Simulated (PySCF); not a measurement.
# PO₂(OH), singlet: molecular constants

These are results of PBE0 in PySCF with P def2-TZVP, O def2-TZVP, H def2-TZVP; no relativity; density-fitted integrals, not measurements.

The structure is a minimum.

Z-matrix (Å, degrees; charge 0 multiplicity 1):
```
P
O  1 1.4474
O  1 1.4536 2 133.80
O  1 1.5736 2 112.33 3 180.00
H  4 0.9666 1 111.28 2 180.00
```

| Quantity | Value |
| --- | --- |
| Point group | Cs |
| Bond lengths | O–H 0.967 Å, P–O 1.447 Å, P–O 1.454 Å, P–O 1.574 Å |
| Bond angles | H–O–P 111.3°, O–P–O 112.3°, O–P–O 113.9°, O–P–O 133.8° |
| Highest occupied level | -9.68 eV |
| Principal quadrupole moments (Buckingham, traceless) about the centre of mass | -9.21, 4.31, 4.89 D Å |
| Entropy at 298.15 K and 1 bar | 279.2 J/(mol K) |
| Lowest empty level | -1.60 eV |
| Rotational symmetry number | 1 |
| Heat capacity Cp at 298.15 K | 60.2 J/(mol K) |
| Zero-point energy | 61.8 kJ/mol |
| Rotational constants | 0.3208, 0.2911, 0.1526 cm⁻¹ |
| Atomisation energy without zero-point energy | 1976 kJ/mol |
| Enthalpy at 298.15 K above 0 K | 12.91 kJ/mol |
| Dipole moment | 3.30 D |
| Principal polarisabilities | 19.7, 28.9, 33.5 bohr³ |

Harmonic modes (masses in u: P 30.974, O 15.995, H 1.008):
```json
{"symmetry": "a'", "ω (cm⁻¹)": "406", "IR (km/mol)": "19.7"}
{"symmetry": "a''", "ω (cm⁻¹)": "441", "IR (km/mol)": "26.2"}
{"symmetry": "a'", "ω (cm⁻¹)": "451", "IR (km/mol)": "50.3"}
{"symmetry": "a''", "ω (cm⁻¹)": "529", "IR (km/mol)": "146"}
{"symmetry": "a'", "ω (cm⁻¹)": "930", "IR (km/mol)": "112"}
{"symmetry": "a'", "ω (cm⁻¹)": "1042", "IR (km/mol)": "98.4"}
{"symmetry": "a'", "ω (cm⁻¹)": "1219", "IR (km/mol)": "131"}
{"symmetry": "a'", "ω (cm⁻¹)": "1495", "IR (km/mol)": "195"}
{"symmetry": "a'", "ω (cm⁻¹)": "3818", "IR (km/mol)": "151"}
```

Charges (e):
```json
{"atom": "P1", "Mulliken": "0.91", "Löwdin": "0.26", "polar tensor": "1.68", "Mayer order to P1": "–"}
{"atom": "O2", "Mulliken": "-0.42", "Löwdin": "-0.18", "polar tensor": "-0.64", "Mayer order to P1": "2.11"}
{"atom": "O3", "Mulliken": "-0.44", "Löwdin": "-0.20", "polar tensor": "-0.67", "Mayer order to P1": "2.06"}
{"atom": "O4", "Mulliken": "-0.41", "Löwdin": "-0.08", "polar tensor": "-0.71", "Mayer order to P1": "1.25"}
{"atom": "H5", "Mulliken": "0.36", "Löwdin": "0.20", "polar tensor": "0.34", "Mayer order to P1": "0.03"}
```
Other Mayer orders above 0.3: O–H 0.84.

Mulliken populations on P1: s 5.05, p 8.04, d 0.88, f 0.12.

Only a few start shapes were tried, so a lower isomer may exist.

The final relaxation and frequency run took of the order of 3 core-minutes on a shared host.
